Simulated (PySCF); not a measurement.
**Level sweep**

Species: methyl formate, C2H4O2.
SMILES: `COC=O`

PySCF, dipoles from the SCF density, polarisabilities from static response with core orbitals frozen. Geometry: PBE0-D3(BJ)/def2-SVP, one conformer, isolated molecule.

Reference polarisability: 5.050 Å³ (measured, gas; NIST CCCBDB Release 22 (SRD 101), experimental polarizabilities). The anisotropy is √(½[(α1 − α2)² + (α2 − α3)² + (α3 − α1)²]).

```csv
level,μ (D),α (au),error (%),anisotropy (au)
LDA/def2-SVPD,1.973,35.54,+4.3,13.23
PBE/def2-SVPD,1.942,35.25,+3.4,13.22
B3LYP/def2-SVPD,1.964,33.95,-0.4,12.15
PBE0/def2-SVPD,1.958,33.50,-1.7,11.97
BHandHLYP/def2-SVPD,1.987,32.33,-5.1,10.98
CAM-B3LYP/def2-SVPD,1.974,33.45,-1.8,11.62
wB97X-D/def2-SVPD,1.979,33.31,-2.2,11.48
LC-wPBE/def2-SVPD,1.969,32.74,-3.9,11.29
HF/def2-SVPD,2.053,30.66,-10.0,9.56
```

For the polarisability, the smallest error is 0.4% (B3LYP/def2-SVPD) and the largest 10.0% (HF/def2-SVPD). The dipole runs from 1.94 D (PBE/def2-SVPD) to 2.05 D (HF/def2-SVPD). In one basis (def2-SVPD) the functionals order the polarisability from HF (lowest) to LDA (highest), a spread of 16%. Measured values can belong to vibrating molecules and may average over conformers; the computed ones are for one fixed geometry.
